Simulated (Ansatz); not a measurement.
# CH₄+ (doublet): the correlation ladder at distance C1–H4 = 1.557 Å, 6-31G

How much of the correlation energy of CH₄+ (doublet) does each wave-function method recover here?

Method: 6-31G, core rule «outside noble gas», up to 1 orbitals frozen; program: Ansatz 0.2.0, Gaussian basis.

Plan: UHF; CCSD(T) on ROHF; CCSD(T) on UHF; BCCD(T) on ROHF; CISD; CCSDT(Q) on ROHF; CCSDT(Q) on UHF; CISDTQ; CCSDTQ on ROHF; CCSDTQ on UHF; CASSCF and MRCISD+Q, 3 electrons in 3 orbitals; CASSCF and NEVPT2, 3 electrons in 3 orbitals; CASSCF and MRCISD+Q, 7 electrons in 8 orbitals; CASSCF and NEVPT4(SD), 7 electrons in 8 orbitals; CASSCF and NEVPT2, 7 electrons in 8 orbitals; Full CI.

19 further runs of the same task are left out: 16 that didn't finish, 3 set aside as unsound or not needed.

**1. The system**

The geometry derives from a PBE0/def2-TZVP stationary point (not a proven minimum). One bond is set to the value named and the two fragments are kept rigid.

5 atoms, charge 1, spin multiplicity 2.

Atoms are counted from 1 here; the program's logs count them from 0.

Bond lengths: C1–H2 1.120 Å, C1–H3 1.120 Å, C1–H5 1.120 Å. Angles: H2–C1–H3 96.2°, H2–C1–H5 141.6°, H3–C1–H5 96.2°.

As a file:

```xyz
5
charge 1, multiplicity 2
C     0.0089   -0.0183    0.0184
H     0.3735    0.7317    0.7664
H    -0.3653   -0.7633    0.7667
H    -0.4946    1.0189   -1.0280
H     0.3806   -0.7695   -0.7248
```

**2. UHF**

Input file in.yaml:

```yaml
crystal:
  periodic: [false, false, false]
  atoms:
    - {symbol: C, position_ang: [0.008873, -0.018280, 0.018443]}
    - {symbol: H, position_ang: [0.373523, 0.731712, 0.766423]}
    - {symbol: H, position_ang: [-0.365326, -0.763324, 0.766652]}
    - {symbol: H, position_ang: [-0.494573, 1.018886, -1.028017]}
    - {symbol: H, position_ang: [0.380643, -0.769452, -0.724833]}
basis:
  gaussian: {orbitals: 6-31G}
total_charge: 1
magnetization: {spin_polarized: true, initial_magnetization: 1}
hamiltonian: {xc: hf}
output: {orbitals: {seedname: orbitals}}
```

Command:

```sh
> ansatz run in.yaml --threads 1 --pin off --events-out ev --progress --plain --max-ram 2393MiB
```

Further steps of the session: CCSD(T) on ROHF; CCSD(T) on UHF; BCCD(T) on ROHF; CISD; CCSDT(Q) on ROHF; CCSDT(Q) on UHF; CISDTQ; CCSDTQ on ROHF; CCSDTQ on UHF; CASSCF and MRCISD+Q, 3 electrons in 3 orbitals; CASSCF and NEVPT2, 3 electrons in 3 orbitals; CASSCF and MRCISD+Q, 7 electrons in 8 orbitals; CASSCF and NEVPT4(SD), 7 electrons in 8 orbitals; CASSCF and NEVPT2, 7 electrons in 8 orbitals; Full CI.

Before running them: what should the planned runs give, taken together? Wanted: FCI below the RHF energy; RMP2 from FCI; UMP2 from FCI; RCCSD from FCI; RCCSD(T) from FCI; UCCSD(T) from FCI; RCCSDT(Q) from FCI; UCCSDT(Q) from FCI; NEVPT2 pair from FCI.

The runs gave:

| quantity | value |
| --- | --- |
| FCI below the RHF energy | -3.0839 eV |
| RMP2 from FCI | +675.5 meV |
| UMP2 from FCI | +714.8 meV |
| RCCSD from FCI | +72.6 meV |
| RCCSD(T) from FCI | +18.0 meV |
| UCCSD(T) from FCI | +19.7 meV |
| RCCSDT(Q) from FCI | +0.5 meV |
| UCCSDT(Q) from FCI | +0.5 meV |
| NEVPT2 pair from FCI | +535.5 meV |
| MRCISD+Q pair from FCI | +13.0 meV |
| NEVPT2 valence from FCI | +156.8 meV |
| levels within 1 kcal/mol (43 meV) | RCCSD(T), UCCSD(T), BCCD(T), RCCSDT, UCCSDT, CISDTQ, RCCSDT(Q), UCCSDT(Q), RCCSDTQ, UCCSDTQ, MRCISD+Q pair, NEVPT4(SD) valence, MRCISD valence, MRCISD+Q valence |
| T1 diagnostic | 0.023 |
| effectively unpaired electrons | 1.04 |

In words: RCCSD(T) lands +18.0 meV from the yardstick (0.6 % of the correlation energy). One determinant dominates. Of the multireference levels listed MRCISD+Q valence comes nearest in total energy (+5.5 meV), which doesn't show that its space is the better one. These misses are within one basis, not against nature; the frozen cores of restricted and unrestricted runs differ, which can shift their rows.
